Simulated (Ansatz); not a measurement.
# Relative energies of C5H10S isomers

3 of its isomers, all singlets with charge 0: A = thiane `C1CCSCC1`; B = allyl ethyl sulfide `C=CCSCC`; C = cyclopentanethiol `SC1CCCC1`.

Shapes, held fixed at every level: PBE0-D4/def2-TZVP. Flexible molecules stand in one conformer, not always the lowest. Programs: Ansatz 0.2.0.

Electronic energies in kJ/mol, without zero-point or thermal terms.

**Question.** Which isomer should be the most stable, and roughly by how much?

**Answer.** A < C < B in rising energy, over a span of 86 kJ/mol, by CCSD(T)/CBS estimate. All levels agree on that. The B − A difference spans +74.0 to +113.8 kJ/mol over the levels. The CBS estimate extrapolates MP2 from def2-TZVPP and def2-QZVPP and adds CCSD(T) − MP2 in the triple-zeta set, cores frozen.

| level | kind | B − A | C − A |
| --- | --- | --- | --- |
| HF/def2-TZVPP | Hartree–Fock | +74.2 | +17.1 |
| SPW92/def2-TZVPP | LDA | +113.8 | +22.9 |
| B3LYP-D4/def2-TZVPP | global hybrid | +74.0 | +23.1 |
| BHLYP-D4/def2-TZVPP | global hybrid | +85.7 | +22.6 |
| wB97M-V/def2-TZVPP | range-separated hybrid | +89.4 | +18.7 |
| MP2/def2-TZVPP | perturbation theory | +95.3 | +17.7 |
| CCSD(T)/CBS estimate | coupled cluster or CI | +86.2 | +19.7 |
